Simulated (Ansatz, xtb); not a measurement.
# Relative energy of two isomers of C5H5N

Structure a is `C#C[C@@H](C)C#N`, a singlet and structure b is `CC#CCC#N`, a singlet. Both are isolated molecules in the gas phase, relaxed with r2SCAN-D4/def2-SVP.

a (Å):

```xyz
11

C     2.7834   -0.6089   -1.7433
C     1.8240   -0.5487   -1.0037
C     0.6477   -0.5027   -0.1303
C    -0.2425   -1.7548   -0.2812
C     1.0463   -0.3123    1.2744
N     1.3327   -0.1785    2.3926
H     3.6379   -0.6560   -2.3931
H     0.0511    0.3889   -0.4059
H     0.3188   -2.6574   -0.0024
H    -1.1276   -1.6705    0.3651
H    -0.5657   -1.8482   -1.3273
```

b (Å):

| atom | x (Å) | y (Å) | z (Å) |
| --- | --- | --- | --- |
| C | 1.4880 | -2.8704 | 0.9410 |
| C | 0.9880 | -1.6912 | 0.2558 |
| C | 0.5742 | -0.7050 | -0.3203 |
| C | 0.0794 | 0.4814 | -1.0149 |
| C | 1.0201 | 1.0062 | -2.0114 |
| N | 1.7598 | 1.4274 | -2.8019 |
| H | 2.4516 | -3.1925 | 0.5147 |
| H | 1.6445 | -2.6727 | 2.0135 |
| H | 0.7833 | -3.7126 | 0.8520 |
| H | -0.8746 | 0.2626 | -1.5290 |
| H | -0.1411 | 1.2911 | -0.2950 |

Which of the two would you expect CCSD(T)/def2-SVP + ΔMP2/def2-TZVPP electronic energies to favour?

Structure b; the calculation gives E(b) − E(a) = −4.0 kcal/mol.

Level by level:

```tsv
level	geometry	E(b) − E(a) (kcal/mol)	departure from the last row (kcal/mol)	job, with rough time for the two
GFN2-xTB	GFN2-xTB	−7.1	−3.1	optimisation, 0.35 s
HF/STO-3G	GFN2-xTB	−7.0	−3.0	single point, 0.84 s
r2SCAN-D4/def2-SVP//GFN2-xTB	GFN2-xTB	−7.2	−3.2	single point, 6.3 s
r2SCAN-D4/def2-SVP	r2SCAN-D4/def2-SVP	−7.1	−3.1	optimisation, 2.6 min
HF/def2-SVP	r2SCAN-D4/def2-SVP	−6.9	−2.9	part of the CCSD(T) run
MP2/def2-SVP	r2SCAN-D4/def2-SVP	−4.3	−0.3	part of the CCSD(T) run
CCSD(T)/def2-SVP	r2SCAN-D4/def2-SVP	−4.3	−0.3	single point
CCSD(T)/def2-SVP + ΔMP2/def2-TZVPP	r2SCAN-D4/def2-SVP	−4.0		single point, 75 s
```

As drawn, both hold the same kinds of bond in the same numbers.

None of the levels shown reverses the order. The largest departure from CCSD(T)/def2-SVP + ΔMP2/def2-TZVPP is that of r2SCAN-D4/def2-SVP//GFN2-xTB, 3.2 kcal/mol. The last row adds to CCSD(T) the change of the MP2 difference between the two basis sets, here +0.3 kcal/mol.

With harmonic frequencies from r2SCAN-D4/def2-SVP (ideal gas, rigid rotor, one conformer each, 298.15 K, 1 atm): on the last row, ΔE + ΔZPE = −4.1 kcal/mol. A mode under 50 cm⁻¹ makes harmonic enthalpies and free energies unreliable, so none is given.

The correlated steps freeze 6 core orbitals. Codes used: Ansatz 0.2.0, xtb 6.7.1; the last row on 2 threads of Intel(R) Xeon(R) Processor @ 2.50GHz (Skylake/Cascade Lake) on a shared host.
